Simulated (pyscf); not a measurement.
# Addition: `[CH2]=[CH][CH3]` + `[CH2][CH3]` [doublet] -> `[CH3][CH][CH2][CH2][CH3]` [doublet]

Gas phase, doublet surface, charge 0. Bonds broken: none. Bonds formed: C3–C11. Optimised with ωB97X-D3(BJ)/def2-SVP in PySCF.

Transition state (Å):

```xyz
16

C     -1.7203    -0.7223    -1.4033
C     -1.5774    -0.2931     0.0271
C     -1.0821     0.9105     0.4197
H     -1.5031     0.1070    -2.0947
H     -2.7394    -1.0884    -1.6158
H     -1.0309    -1.5521    -1.6431
H     -1.8172    -1.0406     0.7941
H     -1.0952     1.1966     1.4753
H     -0.9611     1.7234    -0.3039
C      1.4841    -0.4969     1.3227
C      1.2208     0.7270     0.5032
H      1.0141    -1.3869     0.8727
H      1.0920    -0.3919     2.3479
H      2.5674    -0.7094     1.4097
H      1.4274     1.7058     0.9518
H      1.4122     0.6696    -0.5743
```

One imaginary mode, 461i cm⁻¹; descent along it reached the two sides named.

| bond | change | reactant side (Å) | saddle | product side |
|---|---|---|---|---|
| C3–C11 | forms | 3.9 | 2.312 | 1.543 |

Electronic energies relative to the separated reactants (kcal/mol):

```
level                   barrier  reaction energy  reverse barrier
----------------------  -------  ---------------  ---------------
ωB97X-D3(BJ)/def2-TZVP      4.7            -28.0             32.7
PBE/def2-TZVP               3.1            -24.3             27.3
r²SCAN/def2-TZVP            3.1            -25.8             28.8
B3LYP-D3(BJ)/def2-TZVP      3.5            -23.5             27.1
PBE0-D3(BJ)/def2-TZVP       3.0            -29.0             32.0
M06-2X/def2-TZVP            5.5            -26.3             31.7
ωB97M-D3(BJ)/def2-TZVP      5.3            -25.6             30.9
HF/def2-TZVP               12.7            -17.7             30.4
```

With ωB97M-D3(BJ)/def2-TZVP energies and thermal terms (ideal gas, 1 atm, RRHO with modes under 100 cm⁻¹ raised to 100, one conformer, R ln 2 for rigid chiral ones), in kcal/mol:

| T (K) | ΔH‡ | ΔG‡ | ΔH | ΔG |
|---|---|---|---|---|
| 298 | 6.4 | 18.0 | -22.2 | -10.0 |
| 600 | 6.6 | 29.8 | -22.1 | +2.4 |
| 900 | 7.1 | 41.2 | -21.5 | +14.6 |
| 1200 | 7.7 | 52.5 | -20.5 | +26.4 |

One saddle was located; it need not be the lowest between these sides.
